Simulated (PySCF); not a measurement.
Isomers of C5H11P, one conformer each; single-point electronic energies without zero-point terms and without any empirical dispersion term.

Computed with PySCF at PBE0/pcSseg-1, non-relativistic, each on one gas-phase PBE0-D3(BJ)/def2-SVP geometry that isn't relaxed in the solvent. The solvent is an IEF-PCM continuum (cavity from Bondi-type radii × 1.2). The model holds no explicit solvent molecules, cavitation or dispersion.

```tsv
isomer	relative energy, gas (kJ/mol)	dipole (D)
`CCP1CCC1`	0.0	1.37
`CCPC1CC1`	39.4	1.40
```

Task: How do the relative energies look in benzene (ε = 2.271)?

Result: 
```
    isomer  relative energy, solvent (kJ/mol)  E(solvent) − E(gas) (kJ/mol)  dipole in solvent (D)
`CCP1CCC1`                                0.0                          -4.4                   1.61
`CCPC1CC1`                               38.8                          -5.0                   1.61
```

The order is unchanged. Conformers: `[CH3:1][CH2:2][P:3]1[CH2:4][CH2:5][CH2:6]1` with C1–C2–P3–C4 161°, C2–P3–C4–C5 -84°, P3–C4–C5–C6 -17°, C4–C5–C6–P3 17°, C2–P3–C6–C5 83°; `[CH3:1][CH2:2][PH:3][CH:4]1[CH2:5][CH2:6]1` with C1–C2–P3–C4 168°, C2–P3–C4–C5 -64°. `CCPC1CC1` gains most from the continuum, and it has the largest gas-phase dipole. The gains span 0.6 kJ/mol, the gas-phase energies 39.4 kJ/mol.
